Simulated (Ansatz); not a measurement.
# H6N2Si: the cost of one run

Program: Ansatz 0.2.0. Level of theory: RKS B3LYP-D4/def2-SVP. These are calculated values, not measurements.

1 further run of the same task is left out (it didn't finish).

## 1. The starting structure

Bond lengths: Si1–N2 2.121 Å, Si1–N3 1.655 Å, Si1–H5 1.466 Å, Si1–H6 1.464 Å, N2–H7 1.007 Å, N2–H8 1.007 Å, N3–H9 1.008 Å. Angles: Si1–N2–H7 118.3°, Si1–N2–H8 117.7°, H7–N2–H8 110.0°, N2–Si1–N3 77.1°, N2–Si1–H5 104.9°, N2–Si1–H6 105.4°, N3–Si1–H5 124.6°, N3–Si1–H6 124.1°, H5–Si1–H6 109.0°, Si1–N3–H9 131.3°.

As a file:

```xyz
9

Si   -0.8689   -0.2459   -0.4100
N     0.5378    0.7873    0.7958
N     0.5457   -1.0450   -0.7265
H     1.1575   -0.1827    0.1043
H    -1.4544    0.7847   -1.2729
H    -1.8943   -0.7296    0.5168
H     0.7431    1.7473    0.5734
H     0.4738    0.6706    1.7938
H     0.7597   -1.7869   -1.3747
```

## 2. A restrained relaxation towards end A

Springs on the bonds that form and break draw the guess towards this end; the thresholds are loose.

The input, input.yaml:

```yaml
crystal:
  periodic: [false, false, false]
  atoms:
    - { symbol: Si, position_ang: [-0.8689, -0.2459, -0.41] }
    - { symbol: "N", position_ang: [0.5378, 0.7873, 0.7958] }
    - { symbol: "N", position_ang: [0.5457, -1.045, -0.7265] }
    - { symbol: H, position_ang: [1.1575, -0.1827, 0.1043] }
    - { symbol: H, position_ang: [-1.4544, 0.7847, -1.2729] }
    - { symbol: H, position_ang: [-1.8943, -0.7296, 0.5168] }
    - { symbol: H, position_ang: [0.7431, 1.7473, 0.5734] }
    - { symbol: H, position_ang: [0.4738, 0.6706, 1.7938] }
    - { symbol: H, position_ang: [0.7597, -1.7869, -1.3747] }
basis:
  gaussian: { orbitals: def2-SVP }
hamiltonian:
  xc: b3lyp
  dispersion: d4
relax:
  f_tol: 0.15
  max_steps: 25
  restrain:
    - { distance: [3, 1], at: 2.32, k: 30.0 }
    - { distance: [0, 1], at: 1.82, k: 30.0 }
    - { distance: [3, 2], at: 1.02, k: 30.0 }
output:
  orbitals: {}
```

The run is started by

```console
$ ansatz run input.yaml --threads 2 --pin off --max-ram 3072MiB --backend cpu --events-out ev --progress --plain --runs-dir out
```

Q: Estimate wall time and peak memory on 2 threads of Intel Xeon 6975P-C (Granite Rapids), shared host.

About 9.2 s, with a peak of 0.17 GiB.
